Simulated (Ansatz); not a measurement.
# HfS, singlet: the ladder up to RCCSDT(Q)

Geometry: a point of a stretch scan, not a stationary point.

```xyz
2

Hf    0.0000    0.0000    0.0000
S     0.0000    0.0000    1.9220
```

Basis def2-SVP with its core potentials; Ansatz 0.2.0. Correlated methods freeze the noble-gas cores, which leaves 10 electrons in 41 orbitals. R marks a restricted (for open shells ROHF) determinant, U an unrestricted one. Active spaces: valence = (10e, 10o) chosen from the atoms' valence shells; pair = (2e, 2o) about the gap. No spin–orbit coupling is included; scalar relativity enters through the core potentials alone. The metal's outer-core shells are frozen, which leaves out core–valence correlation.

Full CI isn't at hand for all of this; RCCSDT(Q) serves as the reference, and is uncertain by about the last step of the cluster series. The frozen core follows each run's orbitals, which can shift R against U totals by a few meV for light atoms and by up to 0.1 eV past Ca.

```
UHF ⟨S²⟩                          : 0.292
T1 diagnostic (RCCSD)             : 0.0256
largest doubles amplitude (RCCSD) : 0.115
```

| level | E − E(RHF) (eV) |
| --- | --- |
| RMP2 | -5.6706 |
| RCCSD | -5.9679 |
| RCCSD(T) | -6.3090 |

Estimate how far RCCSDT(Q) in def2-SVP lies from RCCSD(T). The table doesn't fix it; the size of (T) and the diagnostics are the guide.

RCCSDT(Q) in def2-SVP lies 3.0 kJ/mol below RCCSD(T), which is 9 % of the (T) step (-32.9 kJ/mol). T1 is raised, RHF is unstable towards spin polarisation, but (T) still catches most of what CCSD lacks.

The other levels:

| level | E − E(RCCSDT(Q)) (kJ/mol) | share of correlation (%) | wall time |
| --- | --- | --- | --- |
| RCCSDT | 1.5 | 99.76 | – |
| CASSCF (pair space) | 586.0 | 4.21 | – |
| NEVPT2 (pair space) | 65.4 | 89.32 | 3.4 s |
| MRCISD (pair space) | 79.4 | 87.02 | – |
| MRCISD+Q (pair space) | 19.0 | 96.89 | 4.3 s |
| CASSCF (valence space) | 406.0 | 33.62 | – |
| NEVPT2 (valence space) | 90.0 | 85.29 | 10 s |
| MRCISD (valence space) | 34.1 | 94.43 | – |
| MRCISD+Q (valence space) | 5.4 | 99.11 | 13 s |

The correlation energy at RCCSDT(Q), counted from RHF, is -6.340 eV. That run took 7 s on 1 thread of Arm Neoverse V1, shared host.

Run but not shown, since their state or frozen core can't be matched to the reference's or they repeat it: UHF, UMP2, UCCSD, UCCSD(T), UCCSDT, UCCSDT(Q).

Times hold each run's SCF and search for its determinant on a shared host, so for small cases they say little of a method's own cost; they ran on 1 thread of Arm Neoverse V1.

Natural occupations of CASSCF (valence space) about the gap: 1.997 1.966 1.966 1.962 1.881 0.061 0.061 0.037 0.037 0.033; effectively unpaired electrons, Σ n²(2−n)², 0.11.
